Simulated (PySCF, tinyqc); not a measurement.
Worked calculation: RHF in the sto-3g basis, for HF, spin multiplicity 1. The lowest restricted solution is unstable here: a spin-polarised one lies 0.0211 hartree lower (PySCF). Computed by tinyqc, a small Python program that keeps every step (integrals from PySCF). Settings: charge = 0, multiplicity = 1, basis = sto-3g, energy threshold = 1e-08, iteration cap = 52, orthogonalisation = canonical, start = highest core orbitals, DIIS depth = 0, shift = 1.0, method = RHF. Command: `OMP_NUM_THREADS=1 python tinyqc.py 23020 23021 out.jsonl` (the two numbers bound the seeds that draw the settings). One thread of a shared host (Intel(R) Xeon(R) Processor @ 2.60GHz), about 0.06 s of CPU time with the checks. Later iterations appear only in the table of the cycle.

## One-electron integrals

Geometry (angstrom):
```
atom         x         y         z
F     0.000000  0.000000  0.000000
H     0.000000  0.000000  1.362000
```

Basis sto-3g: exponents (1/bohr^2) and contraction coefficients of normalised primitives:
```
element  l (shell)    exponent  coefficient
F            s (1)  166.679130     0.154329
F            s (1)   30.360812     0.535328
F            s (1)    8.216821     0.444635
F            s (2)    6.464803    -0.099967
F            s (2)    1.502281     0.399513
F            s (2)    0.488588     0.700115
F            p (3)    6.464803     0.155916
F            p (3)    1.502281     0.607684
F            p (3)    0.488588     0.391957
H            s (1)    3.425251     0.154329
H            s (1)    0.623914     0.535328
H            s (1)    0.168855     0.444635
```

Overlap, kinetic and nuclear-attraction integrals over the contracted functions; the nuclear repulsion is the sum of Za Zb / Rab.

nuclear repulsion = 3.49676571 hartree

overlap S, lower triangle:
```
           1F 1s     1F 2s    1F 2px    1F 2py    1F 2pz     2H 1s
1F 1s   1.000000
1F 2s   0.237990  1.000000
1F 2px  0.000000  0.000000  1.000000
1F 2py  0.000000  0.000000  0.000000  1.000000
1F 2pz  0.000000  0.000000  0.000000  0.000000  1.000000
2H 1s   0.017342  0.211805  0.000000  0.000000  0.191872  1.000000
```

kinetic energy T (hartree), lower triangle:
```
            1F 1s      1F 2s    1F 2px    1F 2py    1F 2pz     2H 1s
1F 1s   36.984577
1F 2s   -0.212858   1.037995
1F 2px   0.000000   0.000000  3.248015
1F 2py   0.000000   0.000000  0.000000  3.248015
1F 2pz   0.000000   0.000000  0.000000  0.000000  3.248015
2H 1s   -0.005647  -0.003325  0.000000  0.000000  0.046733  0.760032
```

nuclear attraction V (hartree), lower triangle:
```
             1F 1s       1F 2s      1F 2px      1F 2py      1F 2pz      2H 1s
1F 1s   -77.398109
1F 2s    -9.269275  -11.929664
1F 2px    0.000000    0.000000  -11.823771
1F 2py    0.000000    0.000000    0.000000  -11.823771
1F 2pz   -0.006825   -0.085260    0.000000    0.000000  -11.864137
2H 1s    -0.691451   -1.747501    0.000000    0.000000   -1.338079  -4.698075
```

core Hamiltonian H = T + V (hartree), lower triangle:
```
             1F 1s       1F 2s     1F 2px     1F 2py     1F 2pz      2H 1s
1F 1s   -40.413532
1F 2s    -9.482132  -10.891669
1F 2px    0.000000    0.000000  -8.575756
1F 2py    0.000000    0.000000   0.000000  -8.575756
1F 2pz   -0.006825   -0.085260   0.000000   0.000000  -8.616122
2H 1s    -0.697098   -1.750826   0.000000   0.000000  -1.291346  -3.938043
```

## Two-electron integrals

Functions are numbered as in S; the eight-fold symmetry (ij|kl) = (ji|kl) = (kl|ij) leaves the list below.

Two-electron integrals (ij|kl) in chemists' order, unique and non-zero (hartree):
```
(11|11) 5.403501   (21|11) 0.841920   (21|21) 0.156299   (22|11) 1.268028
(22|21) 0.292344   (22|22) 0.926167   (31|31) 0.027998   (32|31) 0.043169
(32|32) 0.204588   (33|11) 1.264502   (33|21) 0.292403   (33|22) 0.925959
(33|33) 0.997514   (41|41) 0.027998   (42|41) 0.043169   (42|42) 0.204588
(43|43) 0.053770   (44|11) 1.264502   (44|21) 0.292403   (44|22) 0.925959
(44|33) 0.889973   (44|44) 0.997514   (51|51) 0.027998   (52|51) 0.043169
(52|52) 0.204588   (53|53) 0.053770   (54|54) 0.053770   (55|11) 1.264502
(55|21) 0.292403   (55|22) 0.925959   (55|33) 0.889973   (55|44) 0.889973
(55|55) 0.997514   (61|11) 0.062059   (61|21) 0.011433   (61|22) 0.021285
(61|33) 0.021255   (61|44) 0.021255   (61|51) 0.000437   (61|52) 0.000828
(61|55) 0.021347   (61|61) 0.000844   (62|11) 0.178749   (62|21) 0.041857
(62|22) 0.150735   (62|33) 0.148485   (62|44) 0.148485   (62|51) 0.002793
(62|52) 0.023197   (62|55) 0.155085   (62|61) 0.003108   (62|62) 0.031927
(63|31) 0.004115   (63|32) 0.025424   (63|53) 0.004707   (63|63) 0.004471
(64|41) 0.004115   (64|42) 0.025424   (64|54) 0.004707   (64|64) 0.004471
(65|11) 0.130855   (65|21) 0.031008   (65|22) 0.119735   (65|33) 0.114901
(65|44) 0.114901   (65|51) 0.005883   (65|52) 0.042452   (65|55) 0.129267
(65|61) 0.002381   (65|62) 0.031283   (65|65) 0.034980   (66|11) 0.385633
(66|21) 0.091725   (66|22) 0.381951   (66|33) 0.371381   (66|44) 0.371381
(66|51) 0.006469   (66|52) 0.077252   (66|55) 0.402838   (66|61) 0.006825
(66|62) 0.111225   (66|65) 0.128009   (66|66) 0.774606
```

## Orthogonalisation

S = U s U^T; canonical form X = U s^(-1/2), so that X^T S X = 1. Each column of U has its largest component positive (the first on a tie).

eigenvalues of S: 0.660293  0.860107  1.000000  1.000000  1.123066  1.356534

X:
```
                1          2         3          4          5         6
1F 1s   -0.519134   0.622307  0.000000   0.000000  -0.506568  0.384710
1F 2s    0.790946  -0.330766  0.000000   0.000000  -0.291101  0.541424
1F 2px   0.000000   0.000000  0.999454  -0.033050   0.000000  0.000000
1F 2py   0.000000   0.000000  0.033050   0.999454   0.000000  0.000000
1F 2pz   0.387046   0.659415  0.000000   0.000000   0.623720  0.257840
2H 1s   -0.685258  -0.480776  0.000000   0.000000   0.400053  0.479114
```

Within a degenerate level the vectors are fixed only up to a rotation; this is one choice.

## Starting guess

The start is the highest orbitals of the core Hamiltonian (a deliberately bad start); D = 2 C_occ C_occ^T.

D at the start, lower triangle:
```
            1F 1s      1F 2s    1F 2px    1F 2py     1F 2pz     2H 1s
1F 1s    0.118289
1F 2s   -0.511786   2.225717
1F 2px   0.000000   0.000000  2.000000
1F 2py   0.000000   0.000000  0.000000  2.000000
1F 2pz  -0.014751   0.092111  0.000000  0.000000   2.080280
2H 1s    0.074863  -0.480052  0.000000  0.000000  -0.418403  2.180632
```

## Iteration 1: building the Fock matrix

J_ij = sum D_kl (ij|kl), K_ij = sum D_kl (ik|jl); F = H + J - 0.5 K; E = tr D H + tr D J / 2 - 0.25 tr D K + E_nn.

Coulomb J (hartree), lower triangle:
```
            1F 1s     1F 2s    1F 2px    1F 2py    1F 2pz     2H 1s
1F 1s   10.857306
1F 2s    2.503767  8.133399
1F 2px   0.000000  0.000000  8.111887
1F 2py   0.000000  0.000000  0.000000  8.111887
1F 2pz   0.013695  0.147201  0.000000  0.000000  8.170771
2H 1s    0.182613  1.420720  0.000000  0.000000  1.206585  4.615670
```

exchange K (hartree), lower triangle:
```
           1F 1s     1F 2s    1F 2px    1F 2py    1F 2pz     2H 1s
1F 1s   0.295307
1F 2s   0.272979  2.936343
1F 2px  0.000000  0.000000  2.610923
1F 2py  0.000000  0.000000  0.000000  2.610923
1F 2pz  0.000189  0.018667  0.000000  0.000000  2.632899
2H 1s   0.027633  0.512781  0.000000  0.000000  0.399876  1.640571
```

Fock matrix F (hartree), lower triangle:
```
             1F 1s      1F 2s     1F 2px     1F 2py     1F 2pz      2H 1s
1F 1s   -29.703880
1F 2s    -7.114854  -4.226442
1F 2px    0.000000   0.000000  -1.769331
1F 2py    0.000000   0.000000   0.000000  -1.769331
1F 2pz    0.006775   0.052608   0.000000   0.000000  -1.761801
2H 1s    -0.528302  -0.586497   0.000000   0.000000  -0.284699  -0.142659
```

total energy of this density = -43.22770524 hartree

## Iteration 1: diagonalisation and new density

A level shift of 1 hartree raises the virtual space: F + shift (S - S D(s) S), with D(s) the density of one spin (D/2). Diagonalise F' = X^T F X, C = X C', fill 5 alpha and 5 beta electrons from the bottom; D = 2 C_occ C_occ^T. Each column has its largest component positive (the first on a tie).

F' = X^T F X (hartree), lower triangle:
```
           1          2          3          4           5          6
1  -4.577228
2   5.680894  -9.254756
3   0.000000   0.000000  -1.769331
4   0.000000   0.000000   0.000000  -1.769331
5  -5.534767   7.776775   0.000000   0.000000  -10.279619
6   3.933929  -7.685839   0.000000   0.000000    8.499303  -9.032464
```

orbital energies (hartree): MO1 -28.704005, MO2 -2.679631, MO3 -1.769331, MO4 -1.769331, MO5 -1.760152, MO6 -0.000280

coefficients C:
```
              MO1        MO2       MO3        MO4        MO5        MO6
1F 1s    0.999518  -0.247721  0.000000   0.000000  -0.014227   0.027830
1F 2s    0.002006   1.035096  0.000000   0.000000   0.062558  -0.193756
1F 2px   0.000000   0.000000  0.892284  -0.451474   0.000000   0.000000
1F 2py   0.000000   0.000000  0.451474   0.892284   0.000000   0.000000
1F 2pz  -0.000289  -0.048783  0.000000   0.000000   1.003692  -0.174250
2H 1s    0.000135  -0.034866  0.000000   0.000000  -0.029018   1.043197
```

D after iteration 1, lower triangle:
```
            1F 1s      1F 2s    1F 2px    1F 2py     1F 2pz     2H 1s
1F 1s    2.121210
1F 2s   -0.510600   2.150681
1F 2px   0.000000   0.000000  2.000000
1F 2py   0.000000   0.000000  0.000000  2.000000
1F 2pz  -0.004967   0.024586  0.000000  0.000000   2.019554
2H 1s    0.018370  -0.075809  0.000000  0.000000  -0.054849  0.004115
```

Within a degenerate level the vectors are fixed only up to a rotation; this is one choice.

## Iteration 2: building the Fock matrix

As before.

Coulomb J (hartree), lower triangle:
```
            1F 1s     1F 2s    1F 2px    1F 2py    1F 2pz     2H 1s
1F 1s   20.903466
1F 2s    4.006200  9.923327
1F 2px   0.000000  0.000000  9.914628
1F 2py   0.000000  0.000000  0.000000  9.914628
1F 2pz   0.000818  0.001806  0.000000  0.000000  9.914287
2H 1s    0.293237  1.561156  0.000000  0.000000  1.218142  3.821136
```

exchange K (hartree), lower triangle:
```
            1F 1s     1F 2s    1F 2px    1F 2py    1F 2pz     2H 1s
1F 1s   11.107375
1F 2s    1.945743  3.232688
1F 2px   0.000000  0.000000  2.662266
1F 2py   0.000000  0.000000  0.000000  2.662266
1F 2pz   0.000345  0.005209  0.000000  0.000000  2.664664
2H 1s    0.152528  0.471852  0.000000  0.000000  0.302023  0.129857
```

Fock matrix F (hartree), lower triangle:
```
             1F 1s      1F 2s    1F 2px    1F 2py     1F 2pz      2H 1s
1F 1s   -25.063754
1F 2s    -6.448804  -2.584686
1F 2px    0.000000   0.000000  0.007739
1F 2py    0.000000   0.000000  0.000000  0.007739
1F 2pz   -0.006180  -0.086059  0.000000  0.000000  -0.034168
2H 1s    -0.480125  -0.425597  0.000000  0.000000  -0.224216  -0.181835
```

total energy of this density = -97.96312602 hartree

## Iteration 2: diagonalisation and new density

As before.

F' = X^T F X (hartree), lower triangle:
```
           1          2         3         4          5          6
1  -2.584360
2   4.971937  -6.852846
3   0.000000   0.000000  0.007739
4   0.000000   0.000000  0.000000  0.007739
5  -4.847379   7.381797  0.000000  0.000000  -8.222622
6   3.703430  -7.023977  0.000000  0.000000   7.831633  -7.436675
```

orbital energies (hartree): MO1 -25.074217, MO2 -0.989629, MO3 -0.055306, MO4 0.007739, MO5 0.007739, MO6 1.022650

coefficients C:
```
              MO1        MO2        MO3       MO4        MO5        MO6
1F 1s    0.994627  -0.262885   0.032973  0.000000   0.000000   0.043591
1F 2s    0.021850   1.015710  -0.141907  0.000000   0.000000  -0.246172
1F 2px   0.000000   0.000000   0.000000  0.010053   0.999949   0.000000
1F 2py   0.000000   0.000000   0.000000  0.999949  -0.010053   0.000000
1F 2pz   0.000790   0.089150   0.947905  0.000000   0.000000  -0.365605
2H 1s   -0.002550   0.037291   0.172725  0.000000   0.000000   1.029119
```

D after iteration 2, lower triangle:
```
            1F 1s      1F 2s    1F 2px    1F 2py    1F 2pz     2H 1s
1F 1s    2.118958
1F 2s   -0.499922   2.104562
1F 2px   0.000000   0.000000  2.000000
1F 2py   0.000000   0.000000  0.000000  2.000000
1F 2pz   0.017209  -0.087893  0.000000  0.000000  1.812946
2H 1s   -0.013288   0.026621  0.000000  0.000000  0.334099  0.062462
```

Within a degenerate level the vectors are fixed only up to a rotation; this is one choice.

## Iteration 3: building the Fock matrix

As before.

Coulomb J (hartree), lower triangle:
```
            1F 1s      1F 2s    1F 2px    1F 2py    1F 2pz     2H 1s
1F 1s   20.746524
1F 2s    3.971071   9.837650
1F 2px   0.000000   0.000000  9.831568
1F 2py   0.000000   0.000000  0.000000  9.831568
1F 2pz  -0.002152  -0.000073  0.000000  0.000000  9.823365
2H 1s    0.290616   1.554727  0.000000  0.000000  1.217928  3.871418
```

exchange K (hartree), lower triangle:
```
            1F 1s      1F 2s    1F 2px    1F 2py    1F 2pz     2H 1s
1F 1s   11.098998
1F 2s    1.938691   3.201733
1F 2px   0.000000   0.000000  2.651450
1F 2py   0.000000   0.000000  0.000000  2.651450
1F 2pz   0.001097  -0.022286  0.000000  0.000000  2.560915
2H 1s    0.151702   0.529502  0.000000  0.000000  0.441263  0.281417
```

Fock matrix F (hartree), lower triangle:
```
             1F 1s      1F 2s     1F 2px     1F 2py     1F 2pz      2H 1s
1F 1s   -25.216507
1F 2s    -6.480407  -2.654886
1F 2px    0.000000   0.000000  -0.069913
1F 2py    0.000000   0.000000   0.000000  -0.069913
1F 2pz   -0.009526  -0.074191   0.000000   0.000000  -0.073214
2H 1s    -0.482333  -0.460850   0.000000   0.000000  -0.294049  -0.207334
```

total energy of this density = -98.16824843 hartree

## Iteration 3: diagonalisation and new density

As before.

F' = X^T F X (hartree), lower triangle:
```
           1          2          3          4          5          6
1  -2.478861
2   5.146084  -6.823742
3   0.000000   0.000000  -0.069913
4   0.000000   0.000000   0.000000  -0.069913
5  -4.795942   7.448768   0.000000   0.000000  -8.411032
6   3.750587  -7.033868   0.000000   0.000000   7.753123  -7.627943
```

orbital energies (hartree): MO1 -25.226736, MO2 -1.067233, MO3 -0.194425, MO4 -0.069913, MO5 -0.069913, MO6 1.146816

coefficients C:
```
              MO1        MO2        MO3       MO4        MO5        MO6
1F 1s    0.994700  -0.259527   0.047063  0.000000   0.000000   0.048800
1F 2s    0.021570   0.999716  -0.210389  0.000000   0.000000  -0.262147
1F 2px   0.000000   0.000000   0.000000  0.192373   0.981322   0.000000
1F 2py   0.000000   0.000000   0.000000  0.981322  -0.192373   0.000000
1F 2pz   0.000908   0.088530   0.865321  0.000000   0.000000  -0.532468
2H 1s   -0.002589   0.090651   0.351432  0.000000   0.000000   0.979075
```

D after iteration 3, lower triangle:
```
            1F 1s      1F 2s    1F 2px    1F 2py    1F 2pz     2H 1s
1F 1s    2.117996
1F 2s   -0.495798   2.088321
1F 2px   0.000000   0.000000  2.000000
1F 2py   0.000000   0.000000  0.000000  2.000000
1F 2pz   0.037304  -0.187060  0.000000  0.000000  1.513236
2H 1s   -0.019125   0.033264  0.000000  0.000000  0.624249  0.263457
```

Within a degenerate level the vectors are fixed only up to a rotation; this is one choice.

## Iteration 19 (converged): orbitals

converged F (hartree), lower triangle:
```
             1F 1s      1F 2s     1F 2px     1F 2py     1F 2pz      2H 1s
1F 1s   -25.922661
1F 2s    -6.626219  -3.013270
1F 2px    0.000000   0.000000  -0.464795
1F 2py    0.000000   0.000000   0.000000  -0.464795
1F 2pz   -0.012746  -0.011165   0.000000   0.000000  -0.187864
2H 1s    -0.493606  -0.512585   0.000000   0.000000  -0.378654  -0.230859
```

Diagonalise F' = X^T F X, C = X C', fill 5 alpha and 5 beta electrons from the bottom; D = 2 C_occ C_occ^T. Each column has its largest component positive (the first on a tie).

F' = X^T F X (hartree), lower triangle:
```
           1          2          3          4          5          6
1  -3.162663
2   5.044116  -7.409000
3   0.000000   0.000000  -0.464795
4   0.000000   0.000000   0.000000  -0.464795
5  -4.679462   7.709388   0.000000   0.000000  -8.829051
6   4.030719  -6.956844   0.000000   0.000000   7.859492  -8.092853
```

orbital energies (hartree): MO1 -25.931827, MO2 -1.406438, MO3 -0.464795, MO4 -0.464795, MO5 -0.448200, MO6 0.292898

coefficients C:
```
              MO1        MO2        MO3       MO4        MO5        MO6
1F 1s    0.995033  -0.260213   0.000000  0.000000   0.041054   0.043505
1F 2s    0.020262   1.007872   0.000000  0.000000  -0.207681  -0.231372
1F 2px   0.000000   0.000000  -0.212405  0.977182   0.000000   0.000000
1F 2py   0.000000   0.000000   0.977182  0.212405   0.000000   0.000000
1F 2pz   0.000929   0.013788   0.000000  0.000000   0.685937  -0.754612
2H 1s   -0.002392   0.081482   0.000000  0.000000   0.616317   0.838943
```

D after iteration 19, lower triangle:
```
            1F 1s      1F 2s    1F 2px    1F 2py    1F 2pz     2H 1s
1F 1s    2.118973
1F 2s   -0.501253   2.118698
1F 2px   0.000000   0.000000  2.000000
1F 2py   0.000000   0.000000  0.000000  2.000000
1F 2pz   0.050993  -0.257082  0.000000  0.000000  0.941400
2H 1s    0.003437  -0.091844  0.000000  0.000000  0.847751  0.772982
```

Within a degenerate level the vectors are fixed only up to a rotation; this is one choice.

## Convergence

Stop when the energy changes by less than 1e-08 hartree and every element of the error matrix X^T (F D S - S D F) X is below 3e-05.

Course of the cycle:
```
iteration   E (hartree)     change  largest element of the error matrix
1          -43.22770524          -                             1.82e-01
2          -97.96312602  -5.47e+01                             3.09e-01
3          -98.16824843  -2.05e-01                             2.85e-01
4          -98.34183073  -1.74e-01                             2.26e-01
5          -98.42594737  -8.41e-02                             1.42e-01
6          -98.45449443  -2.85e-02                             7.93e-02
7          -98.46283138  -8.34e-03                             4.26e-02
8          -98.46514293  -2.31e-03                             2.25e-02
9          -98.46577365  -6.31e-04                             1.19e-02
10         -98.46594517  -1.72e-04                             6.22e-03
11         -98.46599187  -4.67e-05                             3.26e-03
12         -98.46600463  -1.28e-05                             1.71e-03
13         -98.46600813  -3.50e-06                             8.98e-04
14         -98.46600910  -9.63e-07                             4.71e-04
15         -98.46600936  -2.66e-07                             2.53e-04
16         -98.46600944  -7.38e-08                             1.38e-04
17         -98.46600946  -2.05e-08                             7.49e-05
18         -98.46600946  -5.72e-09                             4.06e-05
19         -98.46600946  -1.60e-09                             2.20e-05
```

PySCF RHF in the same basis = -98.46600946 hartree

Converged in 19 iterations.

## Populations, bond orders and dipole

Mulliken: Z minus the diagonal of D S on the atom; Loewdin: the same with S^(1/2) D S^(1/2); Mayer order: 2 sum_s sum (D(s) S)_ij (D(s) S)_ji over the two atoms.

Charges (e):
```
atom   Mulliken    Loewdin
1F    -0.083751  -0.072328
2H     0.083751   0.072328
```

Mayer bond orders:
```
pair     order
2-1   0.992986
```

dipole moment about the origin, x y z (debye): 0.000000  0.000000  0.954369
